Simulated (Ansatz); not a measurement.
**AlH (triplet): wave-function methods side by side at distance Al1–H2 = 1.289 Å, cc-pVQZ**

The task here is to estimate one member of a computed series from the others.

The runs use Ansatz 0.2.0, Gaussian basis; cc-pVQZ, core rule «outside noble gas», up to 5 orbitals frozen.

Plan: UHF; CCSD(T) on ROHF; CCSD(T) on UHF; BCCD(T) on ROHF; CCSDT(Q) on ROHF; CCSDT(Q) on UHF; Full CI.

17 further runs of the same task are left out: 4 for a known fault of the program, 10 that didn't finish, 3 set aside as unsound or not needed.

## What is computed

The geometry derives from a PBE0/def2-TZVP stationary point (not a proven minimum). One bond is set to the value named and the two fragments are kept rigid.

2 atoms, charge 0, spin multiplicity 3.

Atoms are counted from 1 here; the program's logs count them from 0.

Bond lengths: Al1–H2 1.289 Å.

Geometry (Å):

```xyz
2
charge 0, multiplicity 3
Al    0.00000    0.00000    0.00000
H     0.00000    0.00000    1.28900
```

The first run:

File in.yaml:

```yaml
crystal:
  periodic: [false, false, false]
  atoms:
    - {symbol: Al, position_ang: [0.000000, 0.000000, 0.000000]}
    - {symbol: H, position_ang: [0.000000, 0.000000, 1.289000]}
basis:
  gaussian: {orbitals: cc-pVQZ}
magnetization: {spin_polarized: true, initial_magnetization: 2}
hamiltonian: {xc: hf}
output: {orbitals: {seedname: orbitals}}
```

On the command line:

```console
ansatz run in.yaml --threads 1 --pin off --events-out ev --progress --plain --max-ram 2393MiB
```

Steps of the session up to this table: UHF; CCSD(T) on ROHF; CCSD(T) on UHF; BCCD(T) on ROHF; CCSDT(Q) on ROHF; CCSDT(Q) on UHF; Full CI.

One table of the session follows, with a row left open; its other results are not shown here.

| method | from FCI (meV) |
| --- | --- |
| ROHF | +1625.8 |
| UHF | +1602.2 |
| RMP2 | +389.8 |
| UMP2 | +382.0 |
| RCCSD | +49.7 |
| UCCSD | ? |
| RCCSD(T) | +12.7 |
| UCCSD(T) | +11.4 |
| BCCD(T) | +12.4 |
| RCCSDT | +0.7 |
| UCCSDT | -0.6 |
| RCCSDT(Q) | +0.2 |
| UCCSDT(Q) | -1.1 |
| FCI | 0 |

Q: Estimate the row for UCCSD from the others.

The run gave: from FCI (meV): +47.8. In the column «from FCI (meV)» it lies between RCCSD(T) (+12.7) and RCCSD (+49.7).

Among the levels timed on like hardware and quicker than the yardstick, those that no quicker one beats, quickest first: UCCSD(T) (2.5 s, +11.4 meV).

Limits of these values: The yardstick is full CI for this spin, exact in this basis with these frozen cores. Levels on UHF freeze UHF's core orbitals, full CI those of ROHF, so the U rows can settle a little off it for that reason alone. Restricted and unrestricted rows rest on different reference determinants; where their highest levels disagree by more than a few hundredths of an eV, they describe different states and don't form one ladder.
